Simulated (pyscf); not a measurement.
Single points on ωB97X-D3(BJ)/def2-SVP structures (PySCF, gas phase). MP2 and CC: frozen core, UHF for open shells. ΔMP2 is the change of the MP2 total energy from the triple- to the quadruple-zeta basis.

### Question
How much does it cost (ΔH, 298 K, CCSD(T)/def2-TZVPP + ΔMP2(QZVPP)) to split H₃C–B(CH₃)–OH at its B–O bond into [H₃C–B–CH₃]• + OH•?

### Answer
B–O to [H₃C–B–CH₃]• + OH•: 6.47 eV. The radicals are drawn with the spin at the cut bond; how far it spreads was not checked. Other isomers of [H₃C–B–CH₃]• were not searched in full and may lie lower. The CCSD(T) − MP2 part came from Ansatz, without density fitting, on the same reference. Left out: the spin-orbit lowering of OH.
